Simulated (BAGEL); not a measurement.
## C4H2N (3-cyano propargyl radical): a scaling law for UHF

The species is C4H2N (7 atoms), meant as a doublet with charge 0. As SMILES, `[CH2]C#CC#N`. The coordinates come from a PBE0-D4/def2-TZVP relaxation.

UHF (density fitting with qzvpp-jkfit), energy, BAGEL 1.2.2, on 1 thread of Intel Xeon at 2.30GHz, shared host. N is the number of basis functions, t the processor time.

```
            basis    N  t (s)   ln N   ln t
      6-311G(d,p)  102    3.3  4.625  1.194
    6-311++G(d,p)  124    4.2  4.820  1.435
  6-311++G(2d,2p)  155    5.7  5.043  1.740
6-311++G(3df,3pd)  231      ?  5.442      ?
```

Q: Fit t = C·Nᵖ to the known rows and estimate the time in 6-311++G(3df,3pd).

A: 
1. Means of the 3 rows: ln N = 4.82933, ln t = 1.4563.
2. Σ(Δln N)² = 0.087493, Σ(Δln N·Δln t) = 0.11441, so the slope is 0.11441/0.087493 = 1.3076.
3. Intercept: 1.4563 − (1.3076) × 4.82933 = -4.8585. The largest residual of the fit is 0.0091.
4. ln t = -4.8585 + 1.3076 × 5.442, so t ≈ 9.6 s.

The run took 10 s, so the estimate is too short by a factor of about 1.0. The fitted power is 1.3, with the electron count fixed. So low a power shows that fixed costs still weigh.
